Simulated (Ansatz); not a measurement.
Ideal-gas functions of CF2O (`O=C(F)F`) at 298.15 K and 1 bar, from an Ansatz frequency run at PBE0-D4/def2-TZVP.

Molar mass 66.01 g/mol, point group C2v (symmetry number 2), electronic degeneracy 1, moments of inertia 42.525, 42.737, 85.261 u Å². Harmonic wavenumbers (cm⁻¹, unscaled): 588, 626, 794, 996, 1279, 2002.

Use S(trans) = R[1.5 ln M + 2.5 ln T − 1.1517]; rotational temperatures θ = 24.2544 K / I; S(rot) = R[ln(√π/σ · √(T³/θAθBθC)) + 1.5]; for each mode x = 1.438777 ν̃/T, S = R[x/(eˣ − 1) − ln(1 − e⁻ˣ)] and H = RT x/(eˣ − 1); 1 cm⁻¹ = 0.0119627 kJ/mol; R = 8.31446 J/(mol·K).

By hand: the entropy, in J/(mol·K).

Translation 161.1. Rotation: θ = 0.5704, 0.5675, 0.2845 K, giving 92.4. Vibration, mode by mode: 1.97, 1.70, 0.89, 0.40, 0.12, 0.01, in all 5.1. Electronic 0.0. Sum 258.6 J/(mol·K).

By hand: H − E and G − E in kJ/mol, counted from the electronic energy.

Zero-point energy ½ × 6285 × 0.0119627 = 37.6; thermal vibration 1.2; translation, rotation and pV give 4 RT = 9.9. H − E = 48.7 kJ/mol, and G − E = 48.7 − 298.15 × 258.6/1000 = -28.4 kJ/mol.

Vibration gives 2 % of the entropy.
